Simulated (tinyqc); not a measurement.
FCI on RHF in the sto-6g basis, frozen core, for LiH, spin multiplicity 1, step by step. One step of it, computed by the program tinyqc.

Question. FCI: determinants and Hamiltonian. Slater-Condon rules over spin orbitals, with the nuclear repulsion and the energy of the frozen orbital added and E(HF) subtracted on the diagonal. Only determinants linked to the reference directly or through others are kept (one block of an abelian symmetry group), so some states are absent.

one-electron integrals dressed by the frozen orbital, h + 2 (pq|11) - (p1|1q) (hartree), order 2, 3, 4, 5, 6:
```
[[-0.784207, 0.046213, 0.000000, 0.000000, -0.131140],
 [0.046213, -0.357860, 0.000000, 0.000000, 0.066866],
 [0.000000, 0.000000, -0.359447, 0.000000, 0.000000],
 [0.000000, 0.000000, 0.000000, -0.359447, 0.000000],
 [-0.131140, 0.066866, 0.000000, 0.000000, -0.229824]]
```

energy of the frozen orbital, 2 h_11 + (11|11) = -7.90481930 hartree

Two-electron integrals over orbitals (pq|rs), unique and non-zero (hartree); the lowest 1 orbital is frozen and left out:
```
(22|22) 0.493890    (32|22) -0.046213   (32|32) 0.011751    (33|22) 0.224333
(33|32) 0.006588    (33|33) 0.339990    (42|42) 0.023328    (43|42) 0.018986
(43|43) 0.041387    (44|22) 0.272714    (44|32) 0.005166    (44|33) 0.282649
(44|44) 0.313125    (52|52) 0.023328    (53|52) 0.018986    (53|53) 0.041387
(54|54) 0.016875    (55|22) 0.272714    (55|32) 0.005166    (55|33) 0.282649
(55|44) 0.279374    (55|55) 0.313125    (62|22) 0.131140    (62|32) -0.032926
(62|33) -0.012021   (62|44) -0.013805   (62|55) -0.013805   (62|62) 0.124677
(63|22) -0.049896   (63|32) 0.007957    (63|33) 0.035525    (63|44) 0.001197
(63|55) 0.001197    (63|62) -0.030053   (63|63) 0.025176    (64|42) -0.019611
(64|43) -0.014124   (64|64) 0.019953    (65|52) -0.019611   (65|53) -0.014124
(65|65) 0.019953    (66|22) 0.458302    (66|32) -0.041044   (66|33) 0.241378
(66|44) 0.269507    (66|55) 0.269507    (66|62) 0.138226    (66|63) -0.042554
(66|66) 0.457314
```

nuclear repulsion = 1.02620015 hartree

Hartree-Fock energy = -7.95314287 hartree

Give: determinants; H - E(HF) between determinants.

Answer.

Occupation strings over the orbitals (2 doubly, a alpha, b beta, 0 empty; spin orbitals ordered 1a 1b 2a 2b ...): 220000 2ab000 2a000b 2ba000 2b000a 202000 20a00b 200200 200020 20b00a 200002

H - E(HF) between determinants (hartree), order 220000, 2ab000, 2a000b, 2ba000, 2b000a, 202000, 20a00b, 200200, 200020, 20b00a, 200002:
```
[[0.000, 0.000, 0.000, 0.000, 0.000, 0.012, -0.033, 0.023, 0.023, 0.033, 0.125],
 [0.000, 0.157, 0.017, -0.012, 0.033, 0.053, 0.008, 0.019, 0.019, 0.143, -0.030],
 [0.000, 0.017, 0.519, 0.033, -0.125, 0.008, 0.005, -0.020, -0.020, 0.030, 0.007],
 [0.000, -0.012, 0.033, 0.157, 0.017, -0.053, 0.143, -0.019, -0.019, 0.008, 0.030],
 [0.000, 0.033, -0.125, 0.017, 0.519, -0.008, 0.030, 0.020, 0.020, 0.005, -0.007],
 [0.012, 0.053, 0.008, -0.053, -0.008, 0.699, 0.102, 0.041, 0.041, -0.102, 0.025],
 [-0.033, 0.008, 0.005, 0.143, 0.030, 0.102, 0.728, -0.014, -0.014, -0.025, 0.024],
 [0.023, 0.019, -0.020, -0.019, 0.020, 0.041, -0.014, 0.669, 0.017, 0.014, 0.020],
 [0.023, 0.019, -0.020, -0.019, 0.020, 0.041, -0.014, 0.017, 0.669, 0.014, 0.020],
 [0.033, 0.143, 0.030, 0.008, 0.005, -0.102, -0.025, 0.014, 0.014, 0.728, -0.024],
 [0.125, -0.030, 0.007, 0.030, -0.007, 0.025, 0.024, 0.020, 0.020, -0.024, 1.072]]
```
